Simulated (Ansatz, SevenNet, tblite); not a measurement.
# Ladder of methods for the elastic constant C12 of zinc-blende BAs

Reference value: 79.5 GPa (measured, room temperature, no zero-point or thermal correction, sources range from 76.0 to 79.5; as tabulated in Kang et al. (2019), arXiv:1911.11281).

```
level (code)           value (GPa)  cell (Å³/atom)
---------------------  -----------  --------------
GFN2-xTB (tblite)       (withheld)           14.53
SevenNet-0 (SevenNet)         99.5           13.96
LDA (Ansatz)            (withheld)           13.25
PBE (Ansatz)                  63.6           13.90
PBE-D3(BJ) (Ansatz)           70.2           13.52
r²SCAN (Ansatz)               66.6           13.68
PBE0 (Ansatz)                 71.3           13.57
```

Q: Fill in the missing entries.

A: 
- GFN2-xTB (tblite), value (GPa): 55.2
- LDA (Ansatz, a program for electronic structure), value (GPa): 75.8

Differences against the reference: GFN2-xTB -31 %, SevenNet-0 +25 %, LDA -4.7 %, PBE -20.0 %, PBE-D3(BJ) -11.7 %, r²SCAN -16.2 %, PBE0 -10.3 %.

The reference is not for a static lattice or low temperature, so close values are not ranked against it. Off by more than 25 % (a bound picked here): GFN2-xTB (-31 %), SevenNet-0 (+25 %).

The measured value isn't corrected to a static lattice, so vibrations enter the comparison.  GFN2-xTB: the method was fitted mainly to molecules. GFN2-xTB: the run uses a supercell at the zone centre in place of a k mesh. PBE-D3(BJ): the dispersion coefficients are held fixed in the derivatives. Each level is taken at its own relaxed cell. Cutoffs and k meshes differ between the levels. Ansatz's density-functional and Hartree–Fock values are scalar-relativistic unless marked +SOC, with PAW data made under PBE.

Machine-learned potentials (SevenNet-0) are trained on DFT data, which may include these solids.

Differences are worked out from the printed values.
